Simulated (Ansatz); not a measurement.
in.yaml

```yaml
crystal:
  periodic: [false, false, false]
  atoms:
    - {symbol: N, position_ang: [-0.140612, -0.031601, -0.049186]}
    - {symbol: H, position_ang: [-0.437892, 0.936233, -0.049186]}
    - {symbol: H, position_ang: [-0.437891, -0.433900, 0.831073]}
    - {symbol: H, position_ang: [0.947388, -0.031600, -0.049187]}
    - {symbol: H, position_ang: [1.882388, -0.031600, -0.049187]}
basis:
  gaussian: {orbitals: 6-31G}
magnetization: {spin_polarized: true, initial_magnetization: 1}
correlation: {method: ccsd_t, electrons: outside_noble_gas}
output: {forces: true}
```

```sh
$ ansatz run in.yaml --threads 1 --pin off --events-out ev --progress --plain --max-ram 2393MiB
```

Output:

```
260 factors; integrals over basis functions are off by at most 5.3e-4 eV
mean field evaluation 1: about -1539.1252 eV, gradient 1.7e1 eV
mean field evaluation 2: about -1539.1241 eV, gradient 1.7e1 eV
mean field evaluation 4: about -1540.6345 eV, gradient 2.0e0 eV
mean field evaluation 8: about -1540.6865 eV, gradient 3.1e-2 eV
mean field evaluation 16: about -1540.6351 eV, gradient 2.0e0 eV
mean field evaluation 32: about -1540.6861 eV, gradient 2.9e-6 eV
mean field evaluation 64: about -1537.7005 eV, gradient 1.9e-4 eV
mean field -1540.68614031 eV, -56.6191713420 hartree, gradient 2.9e-6 eV, S^2 0.770570; 2 other end points of the search recorded, 0 dependent functions left out
determinant -1540.68614031 eV, -56.6191713420 hartree, with singles and doubles -1544.36964694 eV, -56.7545377136 hartree
determinant -1537.70052415 eV, -56.5094519717 hartree, with singles and doubles -1541.18490647 eV, -56.6375006600 hartree
1 core orbitals not correlated: weight in the atoms' cores, before any rotation towards them, 1.000 or more for the frozen orbitals, at most 0.000 for the correlated occupied ones
reference -1540.68614031 eV, -56.6191713420 hartree; 5, 4 occupied and 11, 12 virtual orbitals, 260 factors
second order -3.25417343 eV of doubles, -0.00000000 eV of singles
cycle   1  -3.68364754 eV  change   -1.4e-4 eV  update   1.0e-3
cycle   2  -3.68380378 eV  change   -1.6e-4 eV  update   8.0e-4
cycle   3  -3.68360101 eV  change    2.0e-4 eV  update   2.8e-4
cycle   4  -3.68368388 eV  change   -8.3e-5 eV  update   1.3e-4
cycle   5  -3.68387469 eV  change   -1.9e-4 eV  update   2.9e-5
cycle   6  -3.68389686 eV  change   -2.2e-5 eV  update   6.6e-6
cycle   7  -3.68389671 eV  change    1.5e-7 eV  update   2.7e-6
cycle   8  -3.68389599 eV  change    7.2e-7 eV  update   9.4e-7
perturbative correction -0.04856739 eV, -0.0017848187 hartree
the calculation of the forces begins
Total energy: -1544.41860370 eV, -56.7563368413 hartree
Atom 0 at    -0.140612    -0.031601    -0.049186 Å, force    -0.941347    -0.086651    -0.134872 eV/Å
Atom 1 at    -0.437892     0.936233    -0.049186 Å, force    -0.187166     0.765903    -0.254487 eV/Å
Atom 2 at    -0.437891    -0.433900     0.831073 Å, force    -0.187165    -0.549823     0.590818 eV/Å
Atom 3 at     0.947388    -0.031600    -0.049187 Å, force    -1.050950    -0.235533    -0.366609 eV/Å
Atom 4 at     1.882388    -0.031600    -0.049187 Å, force     2.366629     0.106104     0.165150 eV/Å
Dipole moment:     0.022425     0.232770     0.362308 e Å
```

Forces (eV/Å):
```
N   -0.941 -0.087 -0.135
H   -0.187  0.766 -0.254
H   -0.187 -0.550  0.591
H   -1.051 -0.236 -0.367
H    2.367  0.106  0.165
```

For the same geometry and basis full CI lies 14.7 meV lower.

Ran on 1 thread of Arm Neoverse V1, shared host: 0.51 s wall, 0.07 GiB peak host memory.
